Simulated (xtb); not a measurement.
ethanol (C2H6O), SMILES CCO. All values are semi-empirical tight-binding results from xtb (GFN2-xTB unless named), good for trends rather than for accurate numbers. The structure is a stationary point at GFN2-xTB. The values are those of a single conformer.

Optimised geometry:

Bonds (Å): C1–C2 1.525, C1–H4 1.086, C1–H5 1.087, C1–H6 1.089, C2–O3 1.409, C2–H7 1.101, C2–H8 1.092, O3–H9 0.964. Angles (°): C2–C1–H4 110.0, C2–C1–H5 110.1, C2–C1–H6 110.5, H4–C1–H5 108.9, H4–C1–H6 108.6, H5–C1–H6 108.6, C1–C2–O3 112.8, C1–C2–H7 109.8, C1–C2–H8 110.3, O3–C2–H7 110.2, O3–C2–H8 105.3, H7–C2–H8 108.4, C2–O3–H9 108.6.
Charge 0, spin multiplicity 1.

Computed properties:
The orbital gap is 12.88 eV, the dipole moment is 2.00 D and the zero-point energy is 49.0 kcal/mol. The G − E(el) at 298.15 K (modified RRHO) is 33.1 kcal/mol and the static polarisability (D4 model) comes out as 33.1 bohr³. The solvation energy, GFN2-xTB/ALPB(water) is -4.1 kcal/mol and the solvation energy, GFN2-xTB/ALPB(hexane) comes out as -2.5 kcal/mol.

Computed IR lines (harmonic; lines under 4 % of the strongest left out, lines within 3 cm⁻¹ merged):
ν (cm⁻¹): 342 (vs), 421 (m), 832 (w), 932 (w), 1046 (m), 1090 (m), 1130 (m), 1236 (w), 1314 (w), 1350 (s), 1405 (w), 2867 (s), 2984 (w), 3019 (m), 3043 (m), 3049 (m), 3542 (w) (against the strongest line: vs over 80 %, s over 45 %, m over 15 %, w over 4 %, vw less)

Q: Give the atomic charges and the Wiberg bond orders between heavy atoms. (An estimate is asked for; the answer gives what the named calculation found.)

A: charges (e) C1 -0.12, C2 0.08, O3 -0.44, H4 0.04, H5 0.05, H6 0.04, H7 0.02, H8 0.05, H9 0.29. Bond orders C1–C2 1.01, C2–O3 1.00.
